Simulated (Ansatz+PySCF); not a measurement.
Two shapes of singlet CH₂.

Shape 1:

```xyz
3

C     0.0000    0.0000   -0.1796
H     0.0000    0.8619    0.5389
H     0.0000   -0.8619    0.5389
```

Shape 2:

```xyz
3

C     0.0000    0.0000   -0.1940
H     0.0000    0.9308    0.5820
H     0.0000   -0.9308    0.5820
```

Basis set: def2-SVP (spherical functions). Left uncorrelated: 1 orbital. Charge 0, multiplicity 1.

Computed with Ansatz (development build ahead of 0.2.0); each method stands on the lowest determinant of its kind that the runs found.

**Question.** Which shape is lower in energy, and by how much in each method?

**Answer.**

```json
{"method": "RHF-MP2", "E(2) − E(1) (eV)": "0.253"}
{"method": "RHF-CCSD", "E(2) − E(1) (eV)": "0.219"}
{"method": "UHF-CCSD", "E(2) − E(1) (eV)": "0.256"}
{"method": "RHF-CCSD(T)", "E(2) − E(1) (eV)": "0.212"}
{"method": "full CI (lowest root of this spin)", "E(2) − E(1) (eV)": "0.211"}
```

Shape 1 is lower. Caution: another spin multiplicity may lie lower. Caution for RHF-MP2, RHF-CCSD, RHF-CCSD(T): an unrestricted determinant lies well below. Caution for UHF-CCSD: the unrestricted determinant is spin contaminated; the determinant breaks the point group.
